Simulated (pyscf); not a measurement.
F–Ta(F)(F)(F)–Cl + F–Si(Cl)(Cl)–Cl → F–Ta(F)(F)(F)–F + silicon tetrachloride (Cl–Si(Cl)(Cl)–Cl) (four-centre exchange; singlet surface; Cl–Ta, F–Si broken, F–Ta, Cl–Si formed). Structures and frequencies: ωB97X-D3(BJ)/def2-SVP in PySCF. Energies in eV from the separated reactants.

| level | barrier | reaction energy |
|---|---|---|
| PBE/def2-TZVP | 0.94 | +0.20 |
| r²SCAN/def2-TZVP | 0.81 | +0.25 |
| B3LYP-D3(BJ)/def2-TZVP | 0.81 | +0.23 |
| M06-2X/def2-TZVP | 0.75 | +0.34 |
| ωB97M-D3(BJ)/def2-TZVP | 0.80 | +0.20 |
| HF/def2-TZVP | 1.52 | +0.32 |

The functionals in the table span 0.19 eV in this barrier, from M06-2X to PBE. On the reactant side the descent ends in an adduct with a F–Ta contact, 0.34 eV under the separated species and 0.93 eV under the saddle at ωB97X-D3(BJ)/def2-TZVP. On the product side the descent ends in an adduct with a Cl–Ta contact, 0.38 eV under the separated species and 0.72 eV under the saddle at ωB97X-D3(BJ)/def2-TZVP. What is counted as formed (F–Ta) is already present as a longer contact in the reactant adduct; forming that adduct is a step of its own. What is counted as broken (Cl–Ta) persists as a longer contact in the product adduct; parting that adduct is a step of its own. At ωB97X-D3(BJ) the barrier from the zero used here is 0.59 eV. This is the saddle that the search found; another between the same sides may lie lower. Elements past Kr carry the def2 core potentials, without spin-orbit coupling.
